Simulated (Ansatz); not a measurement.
Born–Oppenheimer molecular dynamics of FH6PSi (9 atoms, charge 0, multiplicity 1). It starts at the highest image of a converged band. Of that band: A structure lower than the first end lies on the path between it and the top, so the climb from that side starts below the end, which may itself be a saddle point or a shallow side well. Neighbouring images differ by up to 1.9 eV, so the band resolves the path poorly. A vibrational analysis at the climbing image gives one clearly imaginary mode, 856i cm⁻¹: a first-order saddle point.

Method: Ansatz 0.2.0, RKS PBE0-D4/def2-SVP.

```json
{"ensemble": "NVE (velocity Verlet)", "time step": "0.5 fs", "steps asked": "200", "starting velocities drawn for": "100 K", "seed": "11583"}
```

First frame:

```xyz
9
Properties=species:S:1:pos:R:3
Si -0.223 -0.161 0.031
F 0.094 0.823 1.656
H 1.232 -0.486 0.101
H -0.511 1.004 -0.845
H -0.791 -1.397 -0.600
P -2.511 -0.157 1.494
H -2.968 0.044 0.165
H -2.367 -1.569 1.442
H -0.994 0.587 1.800
```

**Question.** How far do the bonds stretch over the last three quarters of this one trajectory? (Pairs bonded in most of those frames.)

**Answer.** 
```tsv
bond	mean (Å)	spread (Å)	shortest	longest
Si1–F2	1.641	0.059	1.56	1.77
Si1–H3	1.494	0.006	1.48	1.50
Si1–H4	1.489	0.010	1.47	1.50
Si1–H5	1.490	0.006	1.48	1.51
P6–H7	1.424	0.020	1.39	1.46
P6–H8	1.430	0.016	1.40	1.46
P6–H9	1.432	0.034	1.36	1.49
```

Mean temperature of the second half: 2433 K. The conserved energy stayed within 0.039 meV per atom of its start (net change 0.00089 meV per atom), so the integration is sound. The kinetic energy rose, since the run started high on the potential surface and went downhill. It ends in pieces (FH3Si + H3P), so much of that is their flight and rotation, not heat. A run of 0.1 ps of so small a system gives no equilibrium averages. The orbitals stay closed-shell, which can raise the energy where a bond breaks towards radicals; this wasn't checked here.

Time of the run: 8.8 min on 1 thread of Arm Neoverse V1, on a shared host, peak memory 0.17 GiB.
